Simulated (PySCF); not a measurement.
# Frontier orbitals and the lowest excitations

Species: C6H10.
Structure used (GFN2-xTB), in Å, numbered top down from 1:
```
atom  x, y, z in Å
C1    -1.2338   -0.7744    0.4234
C2    -1.3611    0.6579   -0.1258
C3    -0.0229    0.4969   -0.8606
C4     1.2057    0.9197   -0.0433
C5     1.3326   -0.5113    0.5094
C6     0.1055   -0.9378   -0.3091
H7    -2.0114   -1.4478    0.0681
H8    -1.1709   -0.8539    1.5076
H9    -2.2110    0.7968   -0.7911
H10   -1.3749    1.4454    0.6258
H11   -0.0125    0.7336   -1.9216
H12    2.0517    1.2278   -0.6548
H13    1.0127    1.6907    0.7007
H14    2.2517   -1.0138    0.2138
H15    1.2145   -0.6056    1.5879
H16    0.2162   -1.8152   -0.9417
```

The calculation used PySCF 2.14.0, density-fitted response routines, TDDFT CAM-B3LYP/def2-SVPD, vertical, gas phase, core orbitals frozen in the response.

Frontier orbitals with the atoms that hold most of them (Löwdin shares over 4%, at most four atoms; ? is withheld):

```
orbital  ε (eV)                           atoms
 LUMO+2    2.06  C5 10%, C2 10%, C4 10%, C1 10%
 LUMO+1    1.87      C6 8%, C3 8%, C1 7%, C4 7%
   LUMO    1.56      C3 8%, C6 8%, C2 8%, C4 8%
   HOMO   -9.10                               ?
 HOMO-1   -9.25                               ?
 HOMO-2   -9.80    C3 15%, C6 15%, C2 8%, C1 8%
 HOMO-3  -10.62  C4 18%, C2 18%, C1 18%, C5 18%
```

Question: Which atoms hold the HOMO-1, and with what shares?

Answer: C6 (bonded to 3 C and H) 15%; C3 (bonded to 3 C and H) 15%; C5 (bonded to 2 C and 2 H) 13%; C2 (bonded to 2 C and 2 H) 13%.

Question: Which atoms hold the HOMO, and with what shares?

Answer: C6 (bonded to 3 C and H) 23%; C3 (bonded to 3 C and H) 23%; C4 (bonded to 2 C and 2 H) 9%; C1 (bonded to 2 C and 2 H) 9%.

Question: How does S1 compare with the orbital gap of 10.67 eV?

Answer: S1 is at 7.63 eV (f = 0.011), 3.03 eV below the gap, made of HOMO→LUMO (91%). Without the coupling terms of the response equations the lowest excitation would equal the gap.

Question: One configuration dominates each of S1, S2, S3, S4 and S6. Which, and how do the shares of the two leading atoms of either orbital change from the occupied to the empty one?

Answer: 
- S1 (7.63 eV, f 0.011), HOMO→LUMO (91%): C6 23% → 8%, C3 23% → 8%
- S2 (7.83 eV, f 0.0000), HOMO-1→LUMO (95%): C6 15% → 8%, C3 15% → 8%
- S3 (7.97 eV, f 0.0030), HOMO→LUMO+1 (93%): C6 23% → 8%, C3 23% → 8%
- S4 (8.15 eV, f 0.014), HOMO-1→LUMO+1 (92%): C6 15% → 8%, C3 15% → 8%
- S6 (8.37 eV, f 0.037), HOMO-2→LUMO (79%): C3 15% → 8%, C6 15% → 8%

Löwdin shares depend on the basis, the more so with diffuse functions.

Time: 33 s of wall time. Hardware: one thread of an Arm Neoverse V1, no GPU (shared host).
